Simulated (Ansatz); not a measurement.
```yaml
crystal:
  periodic: [false, false, false]
  atoms:
    - {symbol: Zr, position_ang: [0.000000, 0.000000, -1.651215]}
    - {symbol: N, position_ang: [0.000000, 0.000000, 0.253538]}
    - {symbol: N, position_ang: [0.000000, 0.000000, 1.397677]}
basis:
  gaussian: {orbitals: def2-TZVP}
magnetization: {spin_polarized: true, initial_magnetization: 4}
hamiltonian: {xc: pbe0}
relax: {f_tol: 0.004, max_steps: 80}
```

```sh
$ ansatz run in.yaml --threads 1 --pin off --events-out ev --progress --plain --max-ram 2176MiB
```

Steps of the relaxation (energy above the last step; positions in Å, forces in eV/Å):

```
3
step 1, 196.0 meV
Zr    0.000    0.000   -1.651    0.000    0.000   -2.791
N     0.000    0.000    0.254    0.000    0.000    2.208
N     0.000    0.000    1.398    0.000    0.000    0.583
```

```
3
step 2, 37.2 meV
Zr    0.000    0.000   -1.715    0.000    0.000   -0.770
N     0.000    0.000    0.283    0.000    0.000    1.905
N     0.000    0.000    1.432    0.000    0.000   -1.134
```

```
3
step 3, 4.7 meV
Zr    0.000    0.000   -1.751    0.000    0.000   -0.052
N     0.000    0.000    0.306    0.000    0.000    0.934
N     0.000    0.000    1.445    0.000    0.000   -0.881
```

```
3
step 6, 0.0 meV
Zr    0.000    0.000   -1.756    0.000    0.000    0.001
N     0.000    0.000    0.313    0.000    0.000    0.002
N     0.000    0.000    1.443    0.000    0.000   -0.003
```

Close pairs at the end: N2–N3 1.130 Å, Zr1–N2 2.069 Å, Zr1–N3 3.199 Å.

A stationary point of unrestricted PBE0 after 6 steps, with ⟨S²⟩ = 6.018 against 6.00 for a pure state; no frequencies were run, so it isn't proven a minimum. 22 s on 1 thread of Intel Xeon Platinum 8488C, shared host.
